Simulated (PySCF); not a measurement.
Bond curve of CN

Set-up: PySCF, no relativity, basis sets C def2-SVP, N def2-SVP. Energies in eV from C + N in their ground configurations at the same level. State: ²Σ⁺ (doublet), unpaired electrons σ ↑.

```
R (Å)    PBE0  r²SCAN  r²SCAN0    BLYP
1.005  -5.567  -5.418   -5.059  -5.815
1.052  -6.782  -6.660   -6.236  -7.112
1.099  -7.468  -7.374   -6.884  -7.883
1.134  -7.716  -7.642   -7.103  -8.194
1.169  -7.785  -7.732   -7.146  -8.328
1.204  -7.711  -7.681   -7.047  -8.320
1.251  -7.444  -7.442   -6.749  -8.139
1.309  -6.915  -6.949   -6.188  -7.717
1.379  -6.104  -6.180   -5.371  -7.032
1.473  -4.898  -5.027   -4.268  -5.971
```

Put a parabola through the three lowest points of the PBE0 curve and estimate Re, k and ωe (reduced mass 6.462 u; 1 eV/Å² = 0.16022 mdyn/Å; ωe = 1302.8·√(k/μ) cm⁻¹).

Through R = 1.134, 1.169, 1.204 Å the second-order coefficient is 58.4 eV/Å², so Re ≈ 1.168 Å, k ≈ 18.7 mdyn/Å and ωe ≈ 2216 cm⁻¹. A polynomial fit of higher order to the unrounded PBE0 energies gives Re = 1.167 Å, k = 18.7 mdyn/Å, ωe = 2216 cm⁻¹; anharmonicity and rounding make the difference.

The higher-order fit for each curve: PBE0: Re = 1.167 Å, ωe = 2216 cm⁻¹, De = 7.78 eV; r²SCAN: Re = 1.172 Å, ωe = 2175 cm⁻¹, De = 7.73 eV; r²SCAN0: Re = 1.161 Å, ωe = 2254 cm⁻¹, De = 7.15 eV; BLYP: Re = 1.184 Å, ωe = 2093 cm⁻¹, De = 8.34 eV.

⟨S²⟩ of the unrestricted solution departs from its pure value on part of the curve, where spin states mix. The state is the lowest determinant that a PBE0 search found; another state may lie lower at other levels.
